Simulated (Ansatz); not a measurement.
## H₄OSi₂, SMILES [SiH]O[SiH3]: a relaxed scan of one distance, step by step

With Ansatz 0.2.0, Python API.

Run as a notebook:

In [1]:
```python
import ansatz as az
import numpy as np
```

In [2]:
```python
BASIS = "def2-SVP"
XC = "hf"
```

In [3]:
```python
GEOMETRY = """
Si   -1.73880   -1.31000   -0.07480
O    -0.18360   -0.92250    0.11520
Si    0.79050    0.39070    0.26110
H    -2.20720   -0.57920   -1.31470
H     0.77030    1.21250   -0.97030
H     0.38980    1.21650    1.43810
H     2.24020   -0.07610    0.49960
"""
```

In [4]:
```python
geometry = az.Crystal.molecule()
for line in GEOMETRY.strip().splitlines():
    symbol, *xyz = line.split()
    geometry = geometry.atom(symbol, [float(v) for v in xyz])
```

In [5]:
```python
calculation = geometry.calculation().basis(gaussian=BASIS).functional(XC)
symbols = [site.symbol for site in geometry.cartesian_sites]
pairs = [(0, 1), (0, 3), (1, 2), (2, 4), (2, 5), (2, 6)]
print("held (A)   E (eV)        ", "  ".join(f"{symbols[i]}{i}-{symbols[j]}{j}" for i, j in pairs))
for length in [1.37, 1.49, 1.61, 1.79, 2.02]:
    summary = calculation.relax(constraints=[az.DistanceConstraint((2, 5), at=length)], force_tolerance=0.02, max_steps=60).run(threads=1, backend="cpu").report
    xyz = np.array(summary["positions_ang"])
    print(f"{length:6.2f} {summary['free_energy_ev']:14.5f}  ", "  ".join(f"{np.linalg.norm(xyz[i] - xyz[j]):.3f}" for i, j in pairs))
```
```text
held (A)   E (eV)         Si0-O1  Si0-H3  O1-Si2  Si2-H4  Si2-H5  Si2-H6
DeckWarning: relax.constraints: the input's atoms, or those drawn, lie off the distances that are held; a relaxation that starts there is brought onto them ahead of its first SCF, by positions alone, [...]
  1.37   -17818.90337   1.647  1.533  1.654  1.482  1.370  1.480
  1.49   -17819.03553   1.649  1.532  1.651  1.480  1.490  1.477
  1.61   -17818.89268   1.650  1.532  1.649  1.478  1.610  1.475
  1.79   -17818.40328   1.654  1.531  1.643  1.475  1.790  1.472
  2.02   -17817.60620   1.658  1.527  1.636  1.469  2.020  1.469
```

Total energies depend on the basis set; only differences at equal settings carry meaning. Warnings are shown shortened and without file and line. The energies are electronic: no zero-point or thermal terms, and the basis set is short of its limit. Timing: 36 s on 1 thread of AMD EPYC 9R45 96-Core Processor (Zen 5) (shared host), peak memory 0.2 GiB.
